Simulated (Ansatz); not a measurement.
For pyrite PtSb₂, BLYP (Ansatz, an electronic-structure program, plane waves, PAW) gives:

| Quantity | Result |
|---|---|
| lattice constant a | 6.704 Å |
| bulk modulus | 81.1 GPa |

Task: What does r²SCAN+rVV10 in Ansatz (PAW) give for the same quantities?

Result: 
- lattice constant a: 6.478 Å (drops by 3.4 %)
- bulk modulus: 122 GPa (grows by 50 %)

For comparison: lattice constant a 6.44 Å (measured, temperature not stated, no zero-point or thermal correction; as tabulated in Saeed et al. (2013), arXiv:1402.4256).

Changes are worked out from the printed values.

Unless a cell is named, each level is at its own relaxed cell (BLYP 25.11, r²SCAN+rVV10 22.65 Å³/atom).

Levels without +SOC leave out spin–orbit coupling, which shifts energies and cells of such heavy elements.

The crystal itself was run without spin with BLYP, r²SCAN+rVV10; a magnetic state was not tried in these runs.

Caveats: the cell is over a tenth larger than the published one: the level's own overestimate first of all, though another phase or state, or a fault of the published cell, is possible (BLYP). Ansatz's density-functional and Hartree–Fock values are scalar-relativistic unless marked +SOC, with PAW data made under PBE.
